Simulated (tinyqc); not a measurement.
Worked calculation: Pariser-Parr-Pople SCF with singles CI, for the molecule Fc1c[cH+]1 (SMILES; centres numbered as the heavy atoms are written). One step of it, computed by the program tinyqc.

Question. Iteration 2: Fock matrix. F_rr = H_rr + P_rr gamma_rr / 2 + sum_(s != r) P_ss gamma_rs; F_rs = H_rs - P_rs gamma_rs / 2; E = tr P (H + F) / 2 + core repulsion sum_(r<s) z_r z_s gamma_rs.

P after iteration 1, order 1F, 2C, 3C, 4C:
$$\begin{pmatrix}
1.965412 & 0.211063 & -0.108242 & -0.108242 \\
0.211063 & 0.712063 & 0.660509 & 0.660509 \\
-0.108242 & 0.660509 & 0.661263 & 0.661263 \\
-0.108242 & 0.660509 & 0.661263 & 0.661263
\end{pmatrix}$$

core matrix H (eV), order 1F, 2C, 3C, 4C:
$$\begin{pmatrix}
-53.324180 & -2.100000 & 0.000000 & 0.000000 \\
-2.100000 & -34.454467 & -2.390000 & -2.390000 \\
0.000000 & -2.390000 & -29.875061 & -2.390000 \\
0.000000 & -2.390000 & -2.390000 & -29.875061
\end{pmatrix}$$

repulsion gamma_rs (eV), order 1F, 2C, 3C, 4C:
$$\begin{pmatrix}
21.400000 & 6.300946 & 4.011617 & 4.011617 \\
6.300946 & 11.130000 & 5.346287 & 5.346287 \\
4.011617 & 5.346287 & 11.130000 & 5.345539 \\
4.011617 & 5.346287 & 5.345539 & 11.130000
\end{pmatrix}$$

Centres (angstrom, eV; a flat drawing with bonds scaled to 1.40 angstrom):
```
centre          x          y  core charge z          W   gamma_rr
1F       1.656000   0.000000              2  39.000000  21.400000
2C       0.256000   0.000000              1  11.160000  11.130000
3C      -0.956000   0.700000              1  11.160000  11.130000
4C      -0.956000  -0.700000              1  11.160000  11.130000
```

Give: F; pi energy.

Answer.

F (eV), order 1F, 2C, 3C, 4C:
$$\begin{pmatrix}
-22.502 & -2.765 & 0.217 & 0.217 \\
-2.765 & -11.037 & -4.156 & -4.156 \\
0.217 & -4.156 & -10.969 & -4.157 \\
0.217 & -4.156 & -4.157 & -10.969
\end{pmatrix}$$

pi energy = -87.084 eV
